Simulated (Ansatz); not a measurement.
## Molecular dynamics, step by step

Si₂H₇, doublet, SPW92/def2-SVP (Ansatz 0.2.0). Settings (timestep in fs, temperature in K; T counts 21 degrees of freedom):

```yaml
hamiltonian: {xc: lda}
md: {n_steps: 60, timestep: 0.25, temperature: 700, ensemble: nve, seed: 916, initial_velocities: maxwell_boltzmann}
```

Start, the saddle point found with PBE0-D4 in triple zeta (not stationary at another level):

| atom | x (Å) | y (Å) | z (Å) |
| --- | --- | --- | --- |
| H1 | -0.0006 | 0.0005 | -0.0001 |
| Si2 | 0.1625 | 0.6610 | 1.6375 |
| Si3 | -0.1627 | -0.6609 | -1.6376 |
| H4 | -0.4290 | 2.0256 | 1.6624 |
| H5 | 1.6075 | 0.7198 | 1.9855 |
| H6 | -0.5593 | -0.2303 | 2.5847 |
| H7 | 0.8261 | -1.7591 | -1.8074 |
| H8 | 0.1010 | 0.4256 | -2.6187 |
| H9 | -1.5455 | -1.1825 | -1.8062 |

| step | time (fs) | potential energy less the start (meV) | kinetic energy (meV) | T (K) |
| --- | --- | --- | --- | --- |
| 0 | 0.00 | 0.0 | 633.4 | 700 |
| 4 | 1.00 | 4.8 | 628.6 | 695 |
| 8 | 2.00 | 61.6 | 571.9 | 632 |
| 12 | 3.00 | 143.3 | 490.3 | 542 |
| 16 | 4.00 | 219.6 | 414.2 | 458 |
| 20 | 5.00 | 268.8 | 365.0 | 403 |
| 24 | 6.00 | 282.3 | 351.5 | 388 |
| 28 | 7.00 | 264.2 | 369.5 | 408 |
| 32 | 8.00 | 231.2 | 402.4 | 445 |
| 36 | 9.00 | 208.7 | 424.7 | 469 |
| 40 | 10.00 | 220.3 | 413.2 | 457 |
| 44 | 11.00 | 268.2 | 365.4 | 404 |
| 48 | 12.00 | 321.6 | 312.1 | 345 |
| 52 | 13.00 | 334.0 | 299.8 | 331 |
| 56 | 14.00 | 286.3 | 347.5 | 384 |
| 60 | 15.00 | 207.4 | 426.1 | 471 |

Step 20, positions (Å) and forces (eV/Å):

```csv
atom,x,y,z,Fx,Fy,Fz
H1,0.178,-0.066,0.061,-0.244,0.365,-0.080
Si2,0.169,0.682,1.651,-0.565,-1.516,0.168
Si3,-0.168,-0.664,-1.647,0.699,-0.881,-0.678
H4,-0.553,2.011,1.634,0.117,-0.149,0.118
H5,1.574,0.670,2.147,0.250,0.329,0.085
H6,-0.546,-0.478,2.468,0.285,1.034,-0.513
H7,0.846,-1.922,-1.872,-0.977,1.186,0.149
H8,0.087,0.418,-2.741,-0.028,-0.482,0.586
H9,-1.622,-1.141,-1.830,0.465,0.115,0.164
```

Step 32, positions (Å) and forces (eV/Å):

| atom | x | y | z | Fx | Fy | Fz |
| --- | --- | --- | --- | --- | --- | --- |
| H1 | 0.261 | -0.070 | 0.089 | -0.309 | 0.498 | -0.112 |
| Si2 | 0.170 | 0.690 | 1.660 | 0.319 | -1.342 | 0.043 |
| Si3 | -0.168 | -0.669 | -1.654 | 0.270 | -0.541 | -0.416 |
| H4 | -0.620 | 1.996 | 1.629 | 0.269 | -0.355 | 0.143 |
| H5 | 1.591 | 0.673 | 2.255 | -0.505 | 0.417 | -0.187 |
| H6 | -0.512 | -0.528 | 2.349 | 0.024 | 0.837 | -0.186 |
| H7 | 0.762 | -1.903 | -1.896 | -0.476 | 0.622 | 0.097 |
| H8 | 0.078 | 0.369 | -2.761 | 0.060 | -0.208 | 0.404 |
| H9 | -1.628 | -1.106 | -1.828 | 0.348 | 0.072 | 0.215 |

Step 56, positions (Å) and forces (eV/Å):

```tsv
atom	x	y	z	Fx	Fy	Fz
H1	0.353	0.050	0.117	-0.149	0.436	-0.061
Si2	0.178	0.695	1.676	0.932	-0.278	-0.929
Si3	-0.169	-0.680	-1.670	-0.494	0.914	0.769
H4	-0.697	1.897	1.653	-0.064	0.234	0.084
H5	1.495	0.781	2.418	-0.162	0.267	-0.069
H6	-0.490	-0.511	2.119	-0.731	-0.731	0.667
H7	0.582	-1.860	-1.943	0.967	-1.401	-0.197
H8	0.087	0.276	-2.752	0.243	0.648	-0.454
H9	-1.604	-1.030	-1.771	-0.542	-0.088	0.190
```

Last step (60):

H1  (0.361, 0.087, 0.119)
Si2  (0.181, 0.695, 1.678)
Si3  (-0.169, -0.681, -1.672)
H4  (-0.707, 1.881, 1.660)
H5  (1.464, 0.810, 2.438)
H6  (-0.507, -0.523, 2.099)
H7  (0.582, -1.895, -1.957)
H8  (0.096, 0.279, -2.761)
H9  (-1.612, -1.019, -1.754)
(Å)

The run took about 34 s on 2 CPU threads of an Arm Neoverse V2 (shared host).
